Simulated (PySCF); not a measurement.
PySCF input (r2SCAN/def2-TZVP):

```python
import numpy as np, basis_set_exchange as bse
from pyscf import gto, scf, dft, df

basis = {'C': gto.basis.parse(bse.get_basis('def2-TZVP', elements=['C'], fmt='nwchem')), 'H': gto.basis.parse(bse.get_basis('def2-TZVP', elements=['H'], fmt='nwchem'))}
mol = gto.M(
    atom='''
    C    -0.00000000    0.00000000   -0.00000000
    H     0.62054657    0.62688914    0.63896175
    H    -0.64285838   -0.62489528    0.61852983
    H     0.63693263   -0.63278043   -0.61664082
    H    -0.61462083    0.63078657   -0.64085076
    ''',
    basis=basis,
    charge=0,
    verbose=4,
    max_memory=2160,
)
mf = dft.RKS(mol, xc='r2scan')
mf = mf.density_fit(auxbasis=df.autoaux(mol))
mf.conv_tol = 1e-9
mf.max_cycle = 100
mf.grids.atom_grid = (30, 110)
mf.grids.prune = None
print('smallest overlap eigenvalue', np.linalg.eigvalsh(mol.intor('int1e_ovlp'))[0])
mf.kernel()
dip = mf.dip_moment()
```

Output:

```
PySCF version 2.14.0

[INPUT] verbose = 4
[INPUT] num. atoms = 5
[INPUT] num. electrons = 10
[INPUT] charge = 0
[INPUT] spin (= nelec alpha-beta = 2S) = 0
[INPUT] symmetry False subgroup None
[INPUT] Mole.unit = angstrom
[INPUT] Symbol           X                Y                Z      unit          X                Y                Z       unit  Magmom
[INPUT]  1 C      0.000000000000   0.000000000000   0.000000000000 AA    0.000000000000   0.000000000000   0.000000000000 Bohr   0.0
[INPUT]  2 H      0.620546570000   0.626889140000   0.638961750000 AA    1.172663064838   1.184648785064   1.207462711573 Bohr   0.0
[INPUT]  3 H     -0.642858380000  -0.624895280000   0.618529830000 AA   -1.214826275082  -1.180880935733   1.168851978574 Bohr   0.0
[INPUT]  4 H      0.636932630000  -0.632780430000  -0.616640820000 AA    1.203628230499  -1.195781709685  -1.165282267027 Bohr   0.0
[INPUT]  5 H     -0.614620830000   0.630786570000  -0.640850760000 AA   -1.161465039153   1.192013860354  -1.211032423119 Bohr   0.0

nuclear repulsion = 13.4453507450257
number of shells = 27
number of NR pGTOs = 78
number of NR cGTOs = 55
basis = {'C': [[0, [13575.349682, 0.00022245814352], [2035.233368, 0.0017232738252], [463.22562359, 0.0089255715314], [131.20019598, 0.035727984502], [42.853015891, 0.11076259931], [15.584185766, 0.24295627626]], [0, [6.2067138508, 0.41440263448], [2.5764896527, 0.23744968655]], [0, [0.57696339419, 1.0]], [0, [0.22972831358, 1.0]], [0, [0.095164440028, 1.0]], [1, [34.697232244, 0.0053333657805], [7.9582622826, 0.035864109092], [2.3780826883, 0.14215873329], [0.81433208183, 0.34270471845]], [1, [0.28887547253, 0.46445822433]], [1, [0.10056823671, 0.24955789874]], [2, [1.097, 1.0]], [2, [0.318, 1.0]], [3, [0.761, 1.0]]], 'H': [[0, [34.061341, 0.0060251978], [5.1235746, 0.045021094], [1.1646626, 0.20189726]], [0, [0.32723041, 1.0]], [0, [0.10307241, 1.0]], [1, [0.8, 1.0]]]}
ecp = {}
ETB for C: l = 0, exps = 0.190328880056 * 1.8^n , n = 0..15
ETB for C: l = 1, exps = 0.195732676738 * 1.8^n , n = 0..12
ETB for C: l = 2, exps = 0.20113647342 * 1.8^n , n = 0..11
ETB for C: l = 3, exps = 0.41856823671 * 2.2^n , n = 0..6
ETB for C: l = 4, exps = 0.636 * 2.2^n , n = 0..2
ETB for H: l = 0, exps = 0.20614482 * 1.8^n , n = 0..10
ETB for H: l = 1, exps = 0.90307241 * 2^n , n = 0..2
ETB for H: l = 2, exps = 1.6 * 2.2^n , n = 0..0
smallest overlap eigenvalue 0.0014463088975217172

******** <class 'pyscf.df.df_jk.DFRKS'> ********
method = DFRKS
initial guess = minao
damping factor = 0
level_shift factor = 0
DIIS = <class 'pyscf.scf.diis.CDIIS'>
diis_start_cycle = 1
diis_space = 8
diis_damp = 0
SCF conv_tol = 1e-09
SCF conv_tol_grad = None
SCF max_cycles = 100
direct_scf = False
XC library pyscf.dft.libxc version 7.1.2
    S. Lehtola, C. Steigemann, M. J. T. Oliveira, and M. A. L. Marques,  SoftwareX 7, 1–5 (2018)
XC functionals = r2scan
    J. W. Furness, A. D. Kaplan, J. Ning, J. P. Perdew, and J. Sun,  J. Phys. Chem. Lett. 11, 8208–8215 (2020)
    J. W. Furness, A. D. Kaplan, J. Ning, J. P. Perdew, and J. Sun,  J. Phys. Chem. Lett. 11, 9248–9248 (2020)
    J. W. Furness, A. D. Kaplan, J. Ning, J. P. Perdew, and J. Sun,  J. Phys. Chem. Lett. 11, 8208–8215 (2020)
    J. W. Furness, A. D. Kaplan, J. Ning, J. P. Perdew, and J. Sun,  J. Phys. Chem. Lett. 11, 9248–9248 (2020)
radial grids:
    Treutler-Ahlrichs [JCP 102, 346 (1995); DOI:10.1063/1.469408] (M4) radial grids

becke partition: Becke, JCP 88, 2547 (1988); DOI:10.1063/1.454033
pruning grids: None
grids dens level: 3
symmetrized grids: False
atomic radii adjust function: <function treutler_atomic_radii_adjust>
User specified grid scheme (30, 110)
small_rho_cutoff = 0
Set gradient conv threshold to 3.16228e-05
Initial guess from minao.
tot grids = 16504
init E= -40.2750290329744
  HOMO = -0.449194105746807  LUMO = 0.0312949356923653  gap/eV = 13.07477
cycle= 1 E= -40.468024768587  delta_E= -0.193  |g|= 0.348  |ddm|= 1.24
  HOMO = -0.292043443703991  LUMO = 0.105210286432648  gap/eV = 10.80982
cycle= 2 E= -40.4482782874485  delta_E= 0.0197  |g|= 0.443  |ddm|= 0.45
  HOMO = -0.359638868299466  LUMO = 0.0741590401420851  gap/eV = 11.80424
cycle= 3 E= -40.4997936532066  delta_E= -0.0515  |g|= 0.00328  |ddm|= 0.25
  HOMO = -0.360187590895373  LUMO = 0.0725822983979114  gap/eV = 11.77627
cycle= 4 E= -40.4997966233793  delta_E= -2.97e-06  |g|= 0.00106  |ddm|= 0.00678
  HOMO = -0.360629743128572  LUMO = 0.0721534323968882  gap/eV = 11.77663
cycle= 5 E= -40.4997968927165  delta_E= -2.69e-07  |g|= 3.72e-05  |ddm|= 0.000899
  HOMO = -0.360630488120375  LUMO = 0.0721406730077163  gap/eV = 11.77630
cycle= 6 E= -40.4997968930965  delta_E= -3.8e-10  |g|= 3.67e-06  |ddm|= 0.000112
  HOMO = -0.360632617893144  LUMO = 0.0721393036456206  gap/eV = 11.77632
Extra cycle  E= -40.4997968930965  delta_E=    0  |g|= 4.17e-06  |ddm|= 8.75e-06
converged SCF energy = -40.4997968930965
Dipole moment(X, Y, Z, Debye): -0.00000, -0.00000, -0.00000
```
